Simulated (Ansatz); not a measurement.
Geometry optimisation, UHF/6-31G* (Ansatz).

Input:

```yaml
crystal:
  periodic: [false, false, false]
  atoms:
    - { symbol: Si, position_ang: [-0.002309, -0.00303, -0.104147] }
    - { symbol: H, position_ang: [-0.058215, -0.0855, 1.358782] }
    - { symbol: H, position_ang: [1.403625, 0.017341, -0.550113] }
    - { symbol: H, position_ang: [-0.683959, 1.22274, -0.561382] }
    - { symbol: H, position_ang: [-0.679417, -1.180516, -0.685013] }
    - { symbol: O, position_ang: [0.013942, 0.016001, 3.573289] }
    - { symbol: H, position_ang: [-0.506666, -0.788136, 3.597085] }
magnetization:
  spin_polarized: true
  initial_magnetization: 1
basis:
  gaussian: { orbitals: "6-31G*" }
hamiltonian:
  xc: hf
relax:
  f_tol: 0.03
  max_steps: 50
output:
  orbitals: {}
```

Command:

```bash
$ ansatz run input.yaml --threads 1 --pin off --max-ram 2048MiB --backend cpu --events-out ev --progress --plain --runs-dir out
```

Q: Where does it end, and by what steps?

A: The run converged. The force dipped under the threshold on the way, but the program's further checks kept it going. After 16 steps the energy has fallen by 0.082 eV; O6 moved furthest, 0.88 Å.

```tsv
step	energy less start (eV)	largest force component (eV/Å)	accepted
0	0.0000	0.244	yes
1	-0.0305	0.812	yes
2	-0.0509	0.692	yes
3	-0.0549	0.632	yes
4	-0.0708	0.056	yes
5	-0.0712	0.036	yes
6	-0.0713	0.130	yes
7	-0.0724	0.130	yes
8	-0.0339	1.577	no
9	-0.0759	0.016	yes
10	-0.0753	0.483	no
11	-0.0771	0.105	yes
12	-0.0783	0.145	yes
13	-0.0794	0.017	yes
14	-0.0795	0.395	yes
15	-0.0808	0.285	yes
16	-0.0817	0.006	yes
```

```xyz
7
Properties=species:S:1:pos:R:3
Si -0.038 -0.058 -0.275
H -0.248 -0.378 1.154
H 1.409 0.023 -0.542
H -0.679 1.234 -0.577
H -0.642 -1.123 -1.096
O -0.076 -0.129 4.439
H -0.237 -0.371 3.525
```

Whether the end is a true minimum wasn't checked by a vibrational analysis.

Time of the run: 11 s on 1 thread of Arm Neoverse V2 (shared host), peak memory 0.097 GiB.
